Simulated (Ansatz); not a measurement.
Reaction (SMILES): Cl (HCl) → HCl+ (doublet, bonded as Cl) + e-
B3LYP-D3(BJ)/def2-TZVP geometries, fixed; electronic energies without zero-point terms.

The adiabatic ionisation energy at MP2 with Ansatz (a quantum-chemistry and plane-wave program), in eV, split into its Hartree-Fock and correlation parts. Cores are frozen. Open shells are unrestricted. No added dispersion term, no relativity. Functions are those of the species that has most.

| basis | X | functions | Hartree-Fock | MP2 |
|---|---|---|---|---|
| aug-cc-pV(D+d)Z | 2 | 41 | 11.585 | 12.595 |
| aug-cc-pV(T+d)Z | 3 | 78 | 11.520 | 12.732 |
| aug-cc-pV(Q+d)Z | 4 | 135 | 11.513 | 12.818 |
| aug-cc-pV(5+d)Z | 5 | 216 | 11.511 | 12.856 |

Worked estimate of the basis-set limit from each neighbouring pair, with Hartree-Fock from the larger set and the correlation part extrapolated as X^-3.
Correlation parts: X = 2: 1.010, X = 3: 1.212, X = 4: 1.305, X = 5: 1.345.
- (2,3): (27·(1.212) - 8·(1.010))/19 = 1.297; with Hartree-Fock 11.520 the estimate is 12.817 eV.
- (3,4): (64·(1.305) - 27·(1.212))/37 = 1.373; with Hartree-Fock 11.513 the estimate is 12.886 eV.
- (4,5): (125·(1.345) - 64·(1.305))/61 = 1.387; with Hartree-Fock 11.511 the estimate is 12.898 eV.
The last two estimates differ by 0.012 eV; the largest set lies 0.042 from the last. Over the last step Hartree-Fock moves by -0.002 and the correlation part by 0.040.
